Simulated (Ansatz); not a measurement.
# BH2S radical (SMILES B[S]): single points off equilibrium

How do the functionals fare away from a minimum? The structure is a structure displaced at random from a GFN2-xTB minimum.

Program: Ansatz 0.2.0, Gaussian basis. Level of theory: single points in def2-TZVPP. These are calculated values, not measurements.

Cores are frozen in the correlated methods. Orbitals are unrestricted.

## Step 1: Starting geometry

SMILES `B[S]`, 4 atoms, charge 0, spin multiplicity 2.

Atoms are counted from 1 here; the program's logs count them from 0.

Bond lengths: B1–S2 1.690 Å, B1–H3 1.195 Å, B1–H4 1.182 Å. Angles: S2–B1–H3 118.2°, S2–B1–H4 120.8°, H3–B1–H4 121.0°.

As a file:

| atom | x (Å) | y (Å) | z (Å) |
| --- | --- | --- | --- |
| B1 | -0.11020 | 0.03300 | -0.06440 |
| S2 | 1.33900 | -0.37370 | 0.70470 |
| H3 | -1.10580 | -0.53850 | 0.26880 |
| H4 | -0.14290 | 0.88280 | -0.88460 |

## Step 2: CCSD(T)/def2-TZVPP

run/in.yaml

```yaml
crystal:
  periodic: [false, false, false]
  atoms:
    - {symbol: B, position_ang: [-0.110200, 0.033000, -0.064400]}
    - {symbol: S, position_ang: [1.339000, -0.373700, 0.704700]}
    - {symbol: H, position_ang: [-1.105800, -0.538500, 0.268800]}
    - {symbol: H, position_ang: [-0.142900, 0.882800, -0.884600]}
basis:
  gaussian: {orbitals: def2-TZVPP}
magnetization: {spin_polarized: true, initial_magnetization: 1}
correlation: {method: ccsd_t}
scf: {omitted_lower_state_checks: [cluster_reference]}
output: {forces: true}
```

The command line of these runs was not kept.

## Step 3: PBE0-D4/def2-TZVPP

run/in.yaml, as its differences from that of step 2:

```diff
@@ -10,4 +10,3 @@
 magnetization: {spin_polarized: true, initial_magnetization: 1}
-correlation: {method: ccsd_t}
-scf: {omitted_lower_state_checks: [cluster_reference]}
-output: {forces: true}
+hamiltonian: {xc: pbe0, dispersion: d4}
+output: {forces: true, orbitals: {seedname: orbitals}}
```

## Step 4: wB97M-V/def2-TZVPP

run/in.yaml, as its differences from that of step 3:

```diff
@@ -10,3 +10,3 @@
 magnetization: {spin_polarized: true, initial_magnetization: 1}
-hamiltonian: {xc: pbe0, dispersion: d4}
-output: {forces: true, orbitals: {seedname: orbitals}}
+hamiltonian: {xc: {name: wB97M-V}}
+output: {forces: true}
```

## Step 5: r2SCAN-D4/def2-TZVPP

run/in.yaml, as its differences from that of step 4:

```diff
@@ -10,3 +10,3 @@
 magnetization: {spin_polarized: true, initial_magnetization: 1}
-hamiltonian: {xc: {name: wB97M-V}}
+hamiltonian: {xc: r2scan, dispersion: d4}
 output: {forces: true}
```

## Step 6: PBE-D4/def2-TZVPP

run/in.yaml, as its differences from that of step 5:

```diff
@@ -10,3 +10,3 @@
 magnetization: {spin_polarized: true, initial_magnetization: 1}
-hamiltonian: {xc: r2scan, dispersion: d4}
+hamiltonian: {xc: pbe, dispersion: d4}
 output: {forces: true}
```

## Step 7: CAM-B3LYP-D4/def2-TZVPP

run/in.yaml, as its differences from that of step 6:

```diff
@@ -10,3 +10,3 @@
 magnetization: {spin_polarized: true, initial_magnetization: 1}
-hamiltonian: {xc: pbe, dispersion: d4}
+hamiltonian: {xc: {name: CAM-B3LYP}, dispersion: d4}
 output: {forces: true}
```

## Step 8: SPW92/def2-TZVPP

run/in.yaml, as its differences from that of step 7:

```diff
@@ -10,3 +10,3 @@
 magnetization: {spin_polarized: true, initial_magnetization: 1}
-hamiltonian: {xc: {name: CAM-B3LYP}, dispersion: d4}
+hamiltonian: {xc: lda}
 output: {forces: true}
```

(Steps that only read results are left out.)

**Question.** What will these runs give? Wanted: energy less free atoms, CCSD(T)/def2-TZVPP; RMS force component; RMS force error; HOMO and LUMO, PBE0-D4; T1 diagnostic.

As calculated:

| quantity | value |
| --- | --- |
| energy less free atoms, CCSD(T)/def2-TZVPP | -1166.0 kJ/mol |
| RMS force component | 0.286 to 0.496 eV/Å over the methods |
| RMS force error | PBE0-D4 0.221, wB97M-V 0.167, r2SCAN-D4 0.248, PBE-D4 0.315, CAM-B3LYP-D4 0.189, SPW92 0.605 eV/Å |
| HOMO and LUMO, PBE0-D4 | -8.25 and -4.29 eV |
| T1 diagnostic | 0.023 |

Against CCSD(T) the functionals' energies less atoms differ by -208.5 to -51.1 kJ/mol, PBE-D4 by -71.6 kJ/mol. A larger basis would deepen the CCSD(T) value, while the functionals are nearly converged already, so the order here is not reliable. The forces of wB97M-V come nearest to CCSD(T), those of SPW92 are farthest. Frozen-core CCSD(T) forces in triple zeta carry basis errors of their own, and this is one geometry, so small gaps rank nothing.
